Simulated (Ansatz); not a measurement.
**Two structures, one formula**

Two relaxed structures of CH₃AlN, doublet (PBE0-D4/def2-TZVP; forces vanish, vibrations not checked).

A:

C1  (0.049, -0.654, 0.116)
N2  (0.173, -1.838, 0.297)
Al3  (-0.309, 1.209, -0.032)
H4  (0.877, -2.428, -0.150)
H5  (-1.317, 1.625, -1.171)
H6  (0.475, 2.139, 0.972)
(Å)

B:

C1  (0.181, -1.771, 0.273)
N2  (0.052, -0.587, 0.098)
Al3  (-0.293, 1.157, -0.033)
H4  (0.903, -2.482, -0.159)
H5  (-1.313, 1.585, -1.156)
H6  (0.469, 2.097, 0.977)
(Å)

Ansatz 0.2.0; basis: def2-TZVPP; cores frozen in the correlated methods; orbitals are unrestricted. B3LYP uses VWN-RPA correlation.

(1) Which structure is lower at CCSD(T), and by how much? (To be estimated.)

No T1 diagnostic of these runs exceeds 0.027. ⟨S²⟩ of the unrestricted Hartree–Fock references: 0.77 to 0.78 (a pure state has 0.75).

Results:

(1) By the calculation: B, by 8.31 kcal/mol (electronic energy, against the other). By their contacts, A is CH₃AlN ([NH][C][AlH2]) and B is CH₃AlN ([CH][N][AlH2]).

All methods give the same order:

```json
{"method": "PBE-D4", "E(B) − E(A) (kcal/mol)": "-6.45"}
{"method": "r2SCAN-D4", "E(B) − E(A) (kcal/mol)": "-7.38"}
{"method": "PBE0-D4", "E(B) − E(A) (kcal/mol)": "-6.88"}
{"method": "B3LYP-D4", "E(B) − E(A) (kcal/mol)": "-8.46"}
{"method": "wB97M-V", "E(B) − E(A) (kcal/mol)": "-7.51"}
{"method": "HF", "E(B) − E(A) (kcal/mol)": "-11.03"}
{"method": "MP2", "E(B) − E(A) (kcal/mol)": "-9.10"}
{"method": "CCSD", "E(B) − E(A) (kcal/mol)": "-8.58"}
{"method": "CCSD(T)", "E(B) − E(A) (kcal/mol)": "-8.31"}
```

Labels in which every atom is bracketed show which atoms are joined, not bond orders.

For scale, one of the runs: CCSD(T)/def2-TZVPP, 146 basis functions, launched by `ansatz run in.yaml --threads 2 --pin off --events-out ev --progress --plain --max-ram 4352MiB`. The run took 50 s on 2 CPU threads of an Arm Neoverse V1 (shared host), with 1.9 GiB of host memory at its peak.
